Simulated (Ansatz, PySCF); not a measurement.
System: LiF (charge 0, singlet). 
Structure (B3LYP-D3(BJ)/def2-TZVP (Ansatz, a quantum-chemistry and plane-wave program) minimum search):
```xyz
2

Li     0.0000     0.0000    -1.1712
F      0.0000     0.0000     0.3904
```

Wanted: atomisation energy (electronic, to ground-state atoms), in kcal/mol. Valence correlation only, unless marked. Open shells are spin-unrestricted. Spin-orbit coupling is left out. Non-relativistic. The coupled-cluster limit lacks core correlation, which all-electron functionals hold. Basis-set limits of correlation are two-point, X^-3; Hartree-Fock from the larger set.

```tsv
level	program	atomisation energy (kcal/mol)
TPSS/def2-TZVPD	PySCF	134.7
TPSS-D4/def2-TZVPD	PySCF + dftd4	134.9
```

**Question.** What does CCSD(T)/CBS(def2-TZVPPD,def2-QZVPPD) (Ansatz) give?

**Answer.** 137.4 kcal/mol, so TPSS-D4/def2-TZVPD differs from it by -2.5 kcal/mol.
